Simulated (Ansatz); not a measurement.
A made-up structure of Si₂H₄S, singlet:

```xyz
7
angstrom
Si -0.8928 0.9742 -1.0316
Si 0.0792 -0.1602 0.5625
S 1.4097 -1.7668 0.1849
H -1.2992 0.1287 -2.1876
H -2.0556 1.7324 -0.4908
H 1.4712 -2.8046 -0.6920
H 2.2992 -1.4132 1.1280
```

It is relaxed with PBE-D4/def2-SVP and then PBE0-D4/def2-TZVP (Ansatz 0.2.0). Atoms count as bonded within 1.22 times the sum of their covalent radii (H–H: 0.88 Å). The end point is not checked to be a true minimum.

Task: Does its bonding change? (Judge from chemistry; the calculation decides.)

Result: Computed: No: no bond forms or breaks.

Where it ends: The first stage lowers the energy by 1.71 eV in 15 steps. It ends as Si₂H₄S ([SiH2][Si][SH2]):
```xyz
7
angstrom
Si -0.8095 0.5024 -0.7129
Si 0.0249 0.1548 1.2794
S 0.9843 -1.8195 0.4018
H -0.5792 -0.3603 -1.9159
H -1.8066 1.5632 -1.0176
H 0.8831 -1.7627 -0.9451
H 2.3146 -1.5873 0.3837
```

Labels in which every atom is bracketed show which atoms are joined, not bond orders.

For scale, one of the runs: PBE0-D4/def2-TZVP relaxation, 135 basis functions, launched by `ansatz run in.yaml --threads 2 --pin off --events-out ev --progress --plain --max-ram 4352MiB`. Hardware: 2 CPU threads of an Arm Neoverse V1, shared host. Wall time about 23 s.
